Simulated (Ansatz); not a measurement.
**Ligand exchange: C2H7N + Mg(CH3)(NH2) → CH6N2 + Mg(CH3)2**

Species: C2H7N (dimethylamine) `CNC`, singlet; Mg(CH3)(NH2), singlet; CH6N2 (methylhydrazine) `CNN`, singlet; Mg(CH3)2, singlet. The partners trade CH3 for NH2: N–CH3 and Mg–NH2 bonds give way to N–NH2 and Mg–CH3.

Shapes, held fixed at every level: PBE0-D4/def2-TZVP. Flexible molecules stand in one conformer, not always the lowest. Programs: Ansatz 0.2.0. Electronic energies: no zero-point or thermal term.

| level | kind | ΔE (kJ/mol) | less CCSD(T)/def2-TZVPP |
| --- | --- | --- | --- |
| HF/def2-TZVPP | Hartree–Fock | +168.8 | +5.3 |
| PBE-D4/def2-TZVPP | GGA | +149.9 | -13.6 |
| r2SCAN-D4/def2-TZVPP | meta-GGA | +161.5 | -2.0 |
| B2PLYP/def2-TZVPP | double hybrid | +164.3 | +0.8 |
| MP2/def2-TZVPP | perturbation theory | +172.0 | +8.5 |
| CCSD/def2-SVP | coupled cluster or CI | +165.4 | +1.9 |
| CCSD/def2-TZVPP | coupled cluster or CI | +165.2 | +1.7 |
| CCSD(T)/def2-TZVPP | coupled cluster or CI | +163.5 | 0.0 |

The highest level, CCSD(T)/def2-TZVPP, gives ΔE = +163.5 kJ/mol; the levels span +149.9 to +172.0. The column of differences is taken from that level and isn't an error. No measured value is set beside it here. Correlated rows may include outer-core shells of Mg, which these sets cover unevenly.
